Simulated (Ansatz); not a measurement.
# Forces away from equilibrium

CHF2 (SMILES F[CH+]F) (charge +1), singlet, displaced at random from a GFN2-xTB minimum.

```tsv
atom	x (Å)	y (Å)	z (Å)
F1	-1.0866	0.5508	-0.1329
C2	0.0560	0.0409	-0.0065
F3	0.1050	-1.1866	-0.1317
H4	0.9246	0.6117	0.2766
```

Ansatz 0.2.0; basis: def2-TZVPP; cores frozen in the correlated methods.

CCSD(T) forces from the calculation:
```json
{"atom": "F1", "Fx": "1.542", "Fy": "-0.170", "Fz (eV/Å)": "0.051"}
{"atom": "C2", "Fx": "-2.315", "Fy": "-0.504", "Fz (eV/Å)": "0.119"}
{"atom": "F3", "Fx": "0.353", "Fy": "0.228", "Fz (eV/Å)": "-0.106"}
{"atom": "H4", "Fx": "0.420", "Fy": "0.446", "Fz (eV/Å)": "-0.065"}
```

Q: Which atom feels the largest CCSD(T) force, and how large is it?

A: C2, 2.37 eV/Å, along (-0.98, -0.21, 0.05).

Root-mean-square difference of the force components from those of CCSD(T): PBE0-D4 0.203; wB97M-V 0.047; r2SCAN-D4 0.069; PBE-D4 0.393; CAM-B3LYP-D4 0.163; BHLYP-D4 0.527 eV/Å.

No T1 diagnostic of these runs exceeds 0.019. These are differences at one structure, and CCSD(T) in triple zeta is itself an approximation.

For scale, one of the runs: CCSD(T)/def2-TZVPP forces, 107 basis functions (an equivalent command: `ansatz run in.yaml --threads 4`). Time: 13 s of wall clock on 4 CPU threads; the host was shared. Peak host memory: 0.69 GiB.
